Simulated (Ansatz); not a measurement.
Results of r²SCAN (PAW; Ansatz, a first-principles code) for grey tin (α-Sn).

Run with plane-wave cutoff 600 eV, 20×20×20 k mesh, Fermi–Dirac smearing 0.05 eV, scalar-relativistic PAW data made under PBE.

Computed at the level's own relaxed cell.

```
CELL_PARAMETERS angstrom
      0.00000     3.28289     3.28289
      3.28289     0.00000     3.28289
      3.28289     3.28289     0.00000
ATOMIC_POSITIONS crystal
  Sn 0.50000 0.50000 0.50000
  Sn 0.75000 0.75000 0.75000
```

Q: Give the elastic tensor (Voigt notation, GPa, ions relaxed, in the Cartesian axes of the cell as printed).

A: 
```
   66.8    31.0    31.0     0.0     0.0     0.0
   31.0    66.8    31.0     0.0     0.0     0.0
   31.0    31.0    66.8     0.0     0.0     0.0
    0.0     0.0     0.0    31.9     0.0     0.0
    0.0     0.0     0.0     0.0    31.9     0.0
    0.0     0.0     0.0     0.0     0.0    31.9
```

Measured, for comparison: elastic constant C11 69 GPa, elastic constant C12 29.3 GPa, elastic constant C44 36.2 GPa (low temperature, zero-point motion not removed; as tabulated in Tanner et al. (2021), arXiv:2110.11888). Computed (rounded) less measured: elastic constant C11 -3 %, elastic constant C12 +6 %, elastic constant C44 -12 %.

Note: the solid has no gap at this level, which affects its response.

Static lattice: no zero-point or thermal effects.
